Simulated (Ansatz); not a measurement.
Species: C₃H₇, SMILES `C[CH]C` (charge 0, multiplicity 2), formula C₃H₇.

How many basis functions does frozen-core CCSD(T)/cc-pVTZ // B3LYP-D3(BJ)/def2-TZVP (Ansatz, a program for electronic structure) use, how many core orbitals are frozen, and how many electrons are correlated?

188 basis functions and 3 frozen orbitals, which leaves 19 correlated electrons. Core time is of the order of minutes.
